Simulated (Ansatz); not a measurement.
**BF2H: a dynamics run in two tries**

Wanted: a short trajectory, and a check that the input is sound. SMILES of the start: FBF.

All numbers below are computed with Ansatz 0.2.0 (RKS PBE0-D4/def2-SVP).

### Step 1. The system as given

Bond lengths: B1–F2 1.313 Å, B1–F3 1.313 Å, B1–H4 1.202 Å. Angles: F2–B1–F3 118.0°, F2–B1–H4 121.0°, F3–B1–H4 121.0°.

Coordinates:

```xyz
4

B    -0.0043    0.0000   -0.0025
F     0.0187    0.0000    1.3098
F     1.1437    0.0000   -0.6387
H    -1.0455    0.0000   -0.6036
```

### Step 2. The run

Input file input.yaml:

```yaml
crystal:
  periodic: [false, false, false]
  atoms:
    - { symbol: B, position_ang: [-0.004312, 0.0, -0.002492] }
    - { symbol: F, position_ang: [0.018726, 0.0, 1.309839] }
    - { symbol: F, position_ang: [1.143721, 0.0, -0.638702] }
    - { symbol: H, position_ang: [-1.045535, 0.0, -0.603644] }
basis:
  gaussian: { orbitals: def2-SVP }
hamiltonian:
  xc: pbe0
  dispersion: d4
md:
  timestep: 0.5
  n_steps: 25
  ensemble: nvt_nose_hoover
  temperature: 200.0
  initial_velocities: maxwell_boltzmann
  seed: 212888
  nose_hoover: { tau: 50.0, chain_length: 1 }
  dt: 0.5
```

Started as:

```bash
> ansatz run input.yaml --threads 1 --pin off --max-ram 2048MiB --backend cpu --events-out ev --progress --plain --runs-dir out
```

Before running it: what results should come out? Wanted: first try.

The runs gave:

```
 quantity                                                                               value
first try                                                                             refused
    cause  one key bears a name from other programs (dt, n_images) that this one doesn't know
```

In words: The fault in the first input was caught at the input check and cost nothing.
